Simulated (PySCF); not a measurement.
# Name the molecule from its bond curve

A diatomic of charge 0 contains Si. Its singlet curve at PBE0 in a double-zeta basis (no relativity, PySCF), in eV from the separated fragments:

R (Å), E (eV) and a bar:
```
    1.310     -5.728 #########################
    1.371     -6.794 ###########
    1.432     -7.385 ####
    1.477     -7.597 #
    1.523     -7.657 
    1.569     -7.600 #
    1.630     -7.387 ###
    1.706     -6.966 #########
    1.797     -6.321 #################
    1.919     -5.343 ##############################
```

The fit gives ωe = 1227 cm⁻¹ and the rotational constant Bₑ = 0.7153 cm⁻¹.

Task: Which atom is the partner?

Result: The minimum lies at 1.522 Å, so the reduced mass is 16.8576 u Å² cm⁻¹/(Bₑ·Re²) = 10.17 u. With Si at 27.98 u the partner weighs about 16.0 u: O. The molecule is SiO.
